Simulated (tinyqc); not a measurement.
Inside a calculation (part 2 of 2). Method: ROHF in the sto-3g basis, for H2O+, spin multiplicity 2. Computed by tinyqc, a small Python program that keeps every step (integrals from PySCF). Command: `OMP_NUM_THREADS=1 python tinyqc.py 26731 26732 out.jsonl` (the two numbers bound the seeds that draw the settings). One thread of a shared host (Intel(R) Xeon(R) Processor @ 2.60GHz), about 0.07 s of CPU time with the checks.

Geometry (angstrom):
```
atom         x          y         z
O     0.000000   0.000000  0.000000
H     0.000000   0.899000  0.835000
H     0.000000  -0.930000  0.864000
```

## Iteration 2: building the Fock matrix

D(alpha) after iteration 1:
```
            1O 1s      1O 2s    1O 2px     1O 2py     1O 2pz      2H 1s      3H 1s
1O 1s    1.061824  -0.264541  0.000000  -0.000552  -0.009262   0.015678   0.014540
1O 2s   -0.264541   1.131293  0.000000   0.003009   0.050344  -0.065867  -0.061088
1O 2px   0.000000   0.000000  1.000000   0.000000   0.000000   0.000000   0.000000
1O 2py  -0.000552   0.003009  0.000000   1.036405   0.001735  -0.049050   0.047442
1O 2pz  -0.009262   0.050344  0.000000   0.001735   1.034364  -0.052155  -0.049970
2H 1s    0.015678  -0.065867  0.000000  -0.049050  -0.052155   0.008480   0.003565
3H 1s    0.014540  -0.061088  0.000000   0.047442  -0.049970   0.003565   0.007655
```

D(beta) after iteration 1:
```
            1O 1s      1O 2s    1O 2px     1O 2py     1O 2pz      2H 1s      3H 1s
1O 1s    1.061805  -0.264452  0.000000   0.003973  -0.009077   0.015451   0.014735
1O 2s   -0.264452   1.130890  0.000000  -0.017416   0.049508  -0.064843  -0.061968
1O 2px   0.000000   0.000000  1.000000   0.000000   0.000000   0.000000   0.000000
1O 2py   0.003973  -0.017416  0.000000   0.001810  -0.040617   0.002824   0.002853
1O 2pz  -0.009077   0.049508  0.000000  -0.040617   1.032630  -0.050032  -0.051796
2H 1s    0.015451  -0.064843  0.000000   0.002824  -0.050032   0.005879   0.005801
3H 1s    0.014735  -0.061968  0.000000   0.002853  -0.051796   0.005801   0.005734
```

core Hamiltonian H = T + V (hartree):
```
             1O 1s      1O 2s     1O 2px     1O 2py     1O 2pz      2H 1s      3H 1s
1O 1s   -32.463416  -7.551854   0.000000  -0.000456  -0.012437  -0.916485  -0.830690
1O 2s    -7.551854  -9.090413   0.000000  -0.005381  -0.154902  -2.302401  -2.131667
1O 2px    0.000000   0.000000  -7.253634   0.000000   0.000000   0.000000   0.000000
1O 2py   -0.000456  -0.005381   0.000000  -7.323249  -0.002956  -1.287250   1.204356
1O 2pz   -0.012437  -0.154902   0.000000  -0.002956  -7.313703  -1.234025  -1.156398
2H 1s    -0.916485  -2.302401   0.000000  -1.287250  -1.234025  -4.162752  -0.835289
3H 1s    -0.830690  -2.131667   0.000000   1.204356  -1.156398  -0.835289  -4.055365
```

nuclear repulsion = 7.07458082 hartree

Given earlier and not repeated: Two-electron integrals (ij|kl) in chemists' order.

J_ij = sum D_kl (ij|kl) with D = D(alpha) + D(beta), K_ij = sum D_kl (ik|jl) for each spin; F = H + J - K(s); E = tr D H + tr D J / 2 - 0.5 sum_s tr D(s) K(s) + E_nn.

Coulomb J (hartree):
```
            1O 1s      1O 2s    1O 2px     1O 2py     1O 2pz     2H 1s      3H 1s
1O 1s   17.430516   3.279274  0.000000  -0.001042   0.002453  0.396150   0.359059
1O 2s    3.279274   7.969956  0.000000  -0.005830   0.004429  1.940902   1.797451
1O 2px   0.000000   0.000000  7.994906   0.000000   0.000000  0.000000   0.000000
1O 2py  -0.001042  -0.005830  0.000000   7.897739  -0.003948  1.151130  -1.079244
1O 2pz   0.002453   0.004429  0.000000  -0.003948   7.994145  1.079774   1.010576
2H 1s    0.396150   1.940902  0.000000   1.151130   1.079774  3.741374   0.688841
3H 1s    0.359059   1.797451  0.000000  -1.079244   1.010576  0.688841   3.641128
```

exchange K(alpha) (hartree):
```
           1O 1s     1O 2s    1O 2px     1O 2py     1O 2pz     2H 1s      3H 1s
1O 1s   4.919698  0.857710  0.000000   0.000023   0.000449  0.110287   0.100105
1O 2s   0.857710  1.433100  0.000000   0.000233   0.005294  0.320084   0.295208
1O 2px  0.000000  0.000000  1.178868   0.000000   0.000000  0.000000   0.000000
1O 2py  0.000023  0.000233  0.000000   1.181491  -0.000023  0.155109  -0.144102
1O 2pz  0.000449  0.005294  0.000000  -0.000023   1.181012  0.140211   0.130149
2H 1s   0.110287  0.320084  0.000000   0.155109   0.140211  0.129781   0.066647
3H 1s   0.100105  0.295208  0.000000  -0.144102   0.130149  0.066647   0.111890
```

exchange K(beta) (hartree):
```
            1O 1s      1O 2s    1O 2px     1O 2py     1O 2pz     2H 1s      3H 1s
1O 1s    4.894412   0.818916  0.000000  -0.000393   0.000574  0.102969   0.093674
1O 2s    0.818916   1.250524  0.000000  -0.015784   0.006366  0.270818   0.255406
1O 2px   0.000000   0.000000  1.130592   0.000000   0.000000  0.000000   0.000000
1O 2py  -0.000393  -0.015784  0.000000   0.295600  -0.033517  0.027406  -0.040290
1O 2pz   0.000574   0.006366  0.000000  -0.033517   1.131901  0.128593   0.128472
2H 1s    0.102969   0.270818  0.000000   0.027406   0.128593  0.090666   0.071031
3H 1s    0.093674   0.255406  0.000000  -0.040290   0.128472  0.071031   0.083526
```

F(alpha) (hartree):
```
             1O 1s      1O 2s     1O 2px     1O 2py     1O 2pz      2H 1s      3H 1s
1O 1s   -19.952599  -5.130289   0.000000  -0.001520  -0.010433  -0.630621  -0.571736
1O 2s    -5.130289  -2.553556   0.000000  -0.011444  -0.155766  -0.681583  -0.629423
1O 2px    0.000000   0.000000  -0.437596   0.000000   0.000000   0.000000   0.000000
1O 2py   -0.001520  -0.011444   0.000000  -0.607001  -0.006881  -0.291230   0.269214
1O 2pz   -0.010433  -0.155766   0.000000  -0.006881  -0.500570  -0.294462  -0.275971
2H 1s    -0.630621  -0.681583   0.000000  -0.291230  -0.294462  -0.551159  -0.213095
3H 1s    -0.571736  -0.629423   0.000000   0.269214  -0.275971  -0.213095  -0.526128
```

F(beta) (hartree):
```
             1O 1s      1O 2s     1O 2px     1O 2py     1O 2pz      2H 1s      3H 1s
1O 1s   -19.927313  -5.091495   0.000000  -0.001105  -0.010559  -0.623303  -0.565305
1O 2s    -5.091495  -2.370981   0.000000   0.004573  -0.156838  -0.632317  -0.589621
1O 2px    0.000000   0.000000  -0.389321   0.000000   0.000000   0.000000   0.000000
1O 2py   -0.001105   0.004573   0.000000   0.278890   0.026613  -0.163527   0.165403
1O 2pz   -0.010559  -0.156838   0.000000   0.026613  -0.451459  -0.282844  -0.274294
2H 1s    -0.623303  -0.632317   0.000000  -0.163527  -0.282844  -0.512044  -0.217479
3H 1s    -0.565305  -0.589621   0.000000   0.165403  -0.274294  -0.217479  -0.497764
```

total energy of this density = -73.79261222 hartree

## Iteration 2: Roothaan effective Fock matrix

overlap S:
```
           1O 1s     1O 2s    1O 2px     1O 2py    1O 2pz     2H 1s      3H 1s
1O 1s   1.000000  0.236704  0.000000   0.000000  0.000000  0.028470   0.025803
1O 2s   0.236704  1.000000  0.000000   0.000000  0.000000  0.316702   0.295574
1O 2px  0.000000  0.000000  1.000000   0.000000  0.000000  0.000000   0.000000
1O 2py  0.000000  0.000000  0.000000   1.000000  0.000000  0.214009  -0.202343
1O 2pz  0.000000  0.000000  0.000000   0.000000  1.000000  0.198773   0.187984
2H 1s   0.028470  0.316702  0.000000   0.214009  0.198773  1.000000   0.156774
3H 1s   0.025803  0.295574  0.000000  -0.202343  0.187984  0.156774   1.000000
```

With projectors Pc = D(beta) S, Po = (D(alpha) - D(beta)) S, Pv = 1 - D(alpha) S, the block xy is Px^T F Py; with Fc = (F(alpha) + F(beta))/2, the blocks are Fc for cc, oo, vv and cv, F(beta) for co and F(alpha) for ov.

effective F (hartree):
```
             1O 1s      1O 2s     1O 2px     1O 2py     1O 2pz      2H 1s      3H 1s
1O 1s   -19.939956  -5.110884   0.000000  -0.000814  -0.010476  -0.626869  -0.568598
1O 2s    -5.110884  -2.462179   0.000000  -0.000597  -0.156186  -0.656083  -0.610235
1O 2px    0.000000   0.000000  -0.413458   0.000000   0.000000   0.000000   0.000000
1O 2py   -0.000814  -0.000597   0.000000  -0.160580   0.010200  -0.205860   0.199884
1O 2pz   -0.010476  -0.156186   0.000000   0.010200  -0.475994  -0.287758  -0.275857
2H 1s    -0.626869  -0.656083   0.000000  -0.205860  -0.287758  -0.523610  -0.221842
3H 1s    -0.568598  -0.610235   0.000000   0.199884  -0.275857  -0.221842  -0.506570
```

## Iteration 2: diagonalisation and new density

X:
```
            1O 1s      1O 2s    1O 2px     1O 2py     1O 2pz      2H 1s      3H 1s
1O 1s    1.023081  -0.131675  0.000000  -0.000396  -0.005512   0.016063   0.014938
1O 2s   -0.131675   1.101070  0.000000   0.004109   0.048759  -0.172651  -0.156664
1O 2px   0.000000   0.000000  1.000000   0.000000   0.000000   0.000000   0.000000
1O 2py  -0.000396   0.004109  0.000000   1.040538   0.002292  -0.130567   0.122458
1O 2pz  -0.005512   0.048759  0.000000   0.002292   1.030038  -0.106065  -0.097684
2H 1s    0.016063  -0.172651  0.000000  -0.130567  -0.106065   1.085386  -0.056072
3H 1s    0.014938  -0.156664  0.000000   0.122458  -0.097684  -0.056072   1.074315
```

Diagonalise F' = X^T F X, C = X C', fill 5 alpha and 4 beta electrons from the bottom; D(s) = C_occ C_occ^T. Each column has its largest component positive (the first on a tie).

F' = X^T F X (hartree):
```
            1          2          3          4          5          6          7
1  -19.569895  -2.643247   0.000000  -0.002315  -0.017533  -0.051994  -0.041490
2   -2.643247  -1.489485   0.000000   0.005885  -0.073749  -0.264895  -0.242737
3    0.000000   0.000000  -0.413458   0.000000   0.000000   0.000000   0.000000
4   -0.002315   0.005885   0.000000  -0.076308   0.014770  -0.187380   0.178936
5   -0.017533  -0.073749   0.000000   0.014770  -0.409922  -0.190122  -0.177533
6   -0.051994  -0.264895   0.000000  -0.187380  -0.190122  -0.317655  -0.055353
7   -0.041490  -0.242737   0.000000   0.178936  -0.177533  -0.055353  -0.325607
```

orbital energies (hartree): MO1 -19.949139, MO2 -1.279961, MO3 -0.532247, MO4 -0.446928, MO5 -0.413458, MO6 -0.087150, MO7 0.106551

coefficients C:
```
              MO1        MO2        MO3        MO4       MO5        MO6        MO7
1O 1s    0.994157  -0.242031   0.106795   0.006944  0.000000  -0.077937  -0.009428
1O 2s    0.024539   0.910612  -0.493432  -0.036983  0.000000   0.456492   0.058281
1O 2px   0.000000   0.000000   0.000000   0.000000  1.000000   0.000000   0.000000
1O 2py   0.000156  -0.002761  -0.031529   0.448146  0.000000  -0.086769   0.951536
1O 2pz   0.002147   0.184081   0.728658   0.031722  0.000000   0.715261   0.082143
2H 1s   -0.004027   0.124556   0.304598   0.599015  0.000000  -0.615174  -0.627697
3H 1s   -0.003670   0.117042   0.348062  -0.572366  0.000000  -0.705756   0.496033
```

D(alpha) after iteration 2:
```
            1O 1s      1O 2s    1O 2px     1O 2py     1O 2pz      2H 1s      3H 1s
1O 1s    1.058381  -0.248954  0.000000   0.000568   0.035618   0.002539   0.001221
1O 2s   -0.248954   1.074659  0.000000  -0.003527  -0.193037  -0.059128  -0.044087
1O 2px   0.000000   0.000000  1.000000   0.000000   0.000000   0.000000   0.000000
1O 2py   0.000568  -0.003527  0.000000   0.201837  -0.009266   0.258498  -0.267801
1O 2pz   0.035618  -0.193037  0.000000  -0.009266   0.565839   0.263869   0.256999
2H 1s    0.002539  -0.059128  0.000000   0.258498   0.263869   0.467130  -0.222244
3H 1s    0.001221  -0.044087  0.000000  -0.267801   0.256999  -0.222244   0.462462
```

D(beta) after iteration 2:
```
            1O 1s      1O 2s    1O 2px     1O 2py     1O 2pz      2H 1s      3H 1s
1O 1s    1.058381  -0.248954  0.000000   0.000568   0.035618   0.002539   0.001221
1O 2s   -0.248954   1.074659  0.000000  -0.003527  -0.193037  -0.059128  -0.044087
1O 2px   0.000000   0.000000  0.000000   0.000000   0.000000   0.000000   0.000000
1O 2py   0.000568  -0.003527  0.000000   0.201837  -0.009266   0.258498  -0.267801
1O 2pz   0.035618  -0.193037  0.000000  -0.009266   0.565839   0.263869   0.256999
2H 1s    0.002539  -0.059128  0.000000   0.258498   0.263869   0.467130  -0.222244
3H 1s    0.001221  -0.044087  0.000000  -0.267801   0.256999  -0.222244   0.462462
```

## Iteration 15 (converged): orbitals

converged F (hartree):
```
             1O 1s      1O 2s     1O 2px     1O 2py     1O 2pz      2H 1s      3H 1s
1O 1s   -20.918779  -5.309775   0.000000  -0.000606  -0.019791  -0.651474  -0.590786
1O 2s    -5.309775  -2.901137   0.000000  -0.003937  -0.083389  -0.788147  -0.733083
1O 2px    0.000000   0.000000  -0.583685   0.000000   0.000000   0.000000   0.000000
1O 2py   -0.000606  -0.003937   0.000000  -0.800108  -0.002942  -0.400189   0.382294
1O 2pz   -0.019791  -0.083389   0.000000  -0.002942  -0.829431  -0.401067  -0.383457
2H 1s    -0.651474  -0.788147   0.000000  -0.400189  -0.401067  -0.669460  -0.247103
3H 1s    -0.590786  -0.733083   0.000000   0.382294  -0.383457  -0.247103  -0.640079
```

As before.

F' = X^T F X (hartree):
```
            1          2          3          4          5          6          7
1  -20.548735  -2.677940   0.000000  -0.001735  -0.038814  -0.049827  -0.038959
2   -2.677940  -1.888748   0.000000   0.004299   0.033727  -0.328863  -0.302723
3    0.000000   0.000000  -0.583685   0.000000   0.000000   0.000000   0.000000
4   -0.001735   0.004299   0.000000  -0.673204   0.002918  -0.317782   0.304537
5   -0.038814   0.033727   0.000000   0.002918  -0.733057  -0.275632  -0.260927
6   -0.049827  -0.328863   0.000000  -0.317782  -0.275632  -0.382894  -0.058963
7   -0.038959  -0.302723   0.000000   0.304537  -0.260927  -0.058963  -0.387072
```

orbital energies (hartree): MO1 -20.926273, MO2 -1.675594, MO3 -0.973020, MO4 -0.934075, MO5 -0.583685, MO6 -0.082495, MO7 -0.022253

coefficients C:
```
              MO1        MO2        MO3        MO4       MO5        MO6        MO7
1O 1s    0.994831  -0.248249   0.010784   0.072359  0.000000   0.084903   0.025821
1O 2s    0.021796   0.949394  -0.053346  -0.349330  0.000000  -0.486192  -0.152830
1O 2px   0.000000   0.000000   0.000000   0.000000  1.000000   0.000000   0.000000
1O 2py   0.000132   0.004643   0.754928  -0.084654  0.000000   0.184779  -0.709604
1O 2pz   0.002296   0.103224   0.083616   0.808765  0.000000  -0.617272  -0.177217
2H 1s   -0.003519   0.099736   0.373642   0.230406  0.000000   0.480254   0.897927
3H 1s   -0.003216   0.091905  -0.316981   0.302843  0.000000   0.855125  -0.524134
```

D(alpha) after iteration 15:
```
            1O 1s      1O 2s    1O 2px     1O 2py     1O 2pz      2H 1s      3H 1s
1O 1s    1.056669  -0.239856  0.000000   0.000994   0.036082  -0.007558  -0.007520
1O 2s   -0.239856   1.026701  0.000000  -0.006289  -0.188935  -0.005808  -0.001698
1O 2px   0.000000   0.000000  1.000000   0.000000   0.000000   0.000000   0.000000
1O 2py   0.000994  -0.006289  0.000000   0.577104  -0.004861   0.263031  -0.264508
1O 2pz   0.036082  -0.188935  0.000000  -0.004861   0.671754   0.227874   0.227903
2H 1s   -0.007558  -0.005808  0.000000   0.263031   0.227874   0.202656  -0.039483
3H 1s   -0.007520  -0.001698  0.000000  -0.264508   0.227903  -0.039483   0.200647
```

D(beta) after iteration 15:
```
            1O 1s      1O 2s    1O 2px     1O 2py     1O 2pz      2H 1s      3H 1s
1O 1s    1.056669  -0.239856  0.000000   0.000994   0.036082  -0.007558  -0.007520
1O 2s   -0.239856   1.026701  0.000000  -0.006289  -0.188935  -0.005808  -0.001698
1O 2px   0.000000   0.000000  0.000000   0.000000   0.000000   0.000000   0.000000
1O 2py   0.000994  -0.006289  0.000000   0.577104  -0.004861   0.263031  -0.264508
1O 2pz   0.036082  -0.188935  0.000000  -0.004861   0.671754   0.227874   0.227903
2H 1s   -0.007558  -0.005808  0.000000   0.263031   0.227874   0.202656  -0.039483
3H 1s   -0.007520  -0.001698  0.000000  -0.264508   0.227903  -0.039483   0.200647
```

## Convergence

Stop when the energy changes by less than 1e-08 hartree and every element of the error matrix X^T (F D S - S D F) X is below 3e-05.

Course of the cycle:
```
iteration   E (hartree)     change  largest element of the error matrix
1          -26.41715981          -                             3.67e-01
2          -73.79261222  -4.74e+01                             3.37e-01
3          -74.31511626  -5.23e-01                             4.64e-01
4          -74.58273004  -2.68e-01                             1.11e-01
5          -74.60130624  -1.86e-02                             3.64e-02
6          -74.60269627  -1.39e-03                             1.17e-02
7          -74.60289199  -1.96e-04                             4.40e-03
8          -74.60293350  -4.15e-05                             2.05e-03
9          -74.60294381  -1.03e-05                             8.72e-04
10         -74.60294647  -2.66e-06                             4.75e-04
11         -74.60294716  -6.90e-07                             2.32e-04
12         -74.60294734  -1.80e-07                             1.20e-04
13         -74.60294738  -4.68e-08                             6.07e-05
14         -74.60294740  -1.22e-08                             3.11e-05
15         -74.60294740  -3.17e-09                             1.58e-05
```

PySCF ROHF in the same basis = -74.60294740 hartree

Converged in 15 iterations.

## Populations, bond orders and dipole

Mulliken: Z minus the diagonal of D S on the atom; Loewdin: the same with S^(1/2) D S^(1/2); Mayer order: 2 sum_s sum (D(s) S)_ij (D(s) S)_ji over the two atoms.

Charges (e):
```
atom  Mulliken   Loewdin  Mulliken spin
1O    0.172245  0.262121       1.000000
2H    0.408005  0.360594       0.000000
3H    0.419750  0.377285       0.000000
```

Mayer bond orders:
```
pair     order
2-1   0.831924
3-1   0.822202
3-2   0.001608
```

dipole moment about the origin, x y z (debye): 0.000000  -0.110003  3.924257
